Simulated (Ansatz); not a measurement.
For zinc-blende CdSe, rVV10 (Ansatz, a quantum-chemistry and plane-wave program, plane waves, PAW) gives:

- equilibrium lattice constant a = 6.206 Å
- formation enthalpy = -0.572 eV/atom

### Question
What does r²SCAN in Ansatz (PAW) give for the same quantities?

### Answer

- lattice constant a: 6.133 Å (decreases by 1.2 %)
- formation enthalpy: -0.765 eV/atom (moves by -0.193 eV/atom)

For comparison: lattice constant a 6.077 Å (measured, room temperature, no zero-point or thermal correction, our sources range from 6.052 to 6.084; as tabulated in arXiv:1206.3780).

Changes are worked out from the printed values.

Unless a cell is named, each level is at its own relaxed cell (rVV10 29.87, r²SCAN 28.84 Å³/atom).

Ansatz's density-functional and Hartree–Fock values are scalar-relativistic unless marked +SOC, with PAW data made under PBE.
